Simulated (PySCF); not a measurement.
## Bond curve of Li2

Set-up: PySCF, no relativity, basis sets Li def2-TZVP. Energies in eV from Li + Li in their ground configurations at the same level. State: ¹Σg⁺ (singlet), closed shell.

Curves on a restricted Hartree–Fock reference rise too fast on stretching and do not dissociate correctly.

| R (Å) | RHF-SCS-MP2 | B97-3 | RHF-MP2 |
| --- | --- | --- | --- |
| 2.356 | -0.4812 | -0.8007 | -0.4011 |
| 2.466 | -0.5593 | -0.8720 | -0.4798 |
| 2.576 | -0.6081 | -0.9132 | -0.5291 |
| 2.658 | -0.6287 | -0.9279 | -0.5499 |
| 2.740 | -0.6379 | -0.9310 | -0.5592 |
| 2.822 | -0.6373 | -0.9244 | -0.5585 |
| 2.932 | -0.6237 | -0.9030 | -0.5447 |
| 3.069 | -0.5903 | -0.8605 | -0.5108 |
| 3.233 | -0.5322 | -0.7925 | -0.4518 |
| 3.452 | -0.4348 | -0.6836 | -0.3525 |

Question: Put a parabola through the three lowest points of the RHF-SCS-MP2 curve and estimate Re, k and ωe (reduced mass 3.508 u; 1 eV/Å² = 0.16022 mdyn/Å; ωe = 1302.8·√(k/μ) cm⁻¹).

Answer: Through R = 2.658, 2.74, 2.822 Å the second-order coefficient is 0.729 eV/Å², so Re ≈ 2.776 Å, k ≈ 0.234 mdyn/Å and ωe ≈ 336 cm⁻¹. A polynomial fit of higher order to the unrounded RHF-SCS-MP2 energies gives Re = 2.775 Å, k = 0.217 mdyn/Å, ωe = 324 cm⁻¹; anharmonicity and rounding make the difference.

The higher-order fit for each curve: RHF-SCS-MP2: Re = 2.775 Å, ωe = 324 cm⁻¹, De = 0.64 eV; B97-3: Re = 2.723 Å, ωe = 340 cm⁻¹, De = 0.93 eV; RHF-MP2: Re = 2.775 Å, ωe = 326 cm⁻¹, De = 0.56 eV.

Correlated steps freeze no core orbitals. Closed-shell solutions of metal pairs were not tested for spin polarisation, which can lower them a little. Where the molecule has an RHF reference, its open-shell atoms are computed with UHF.
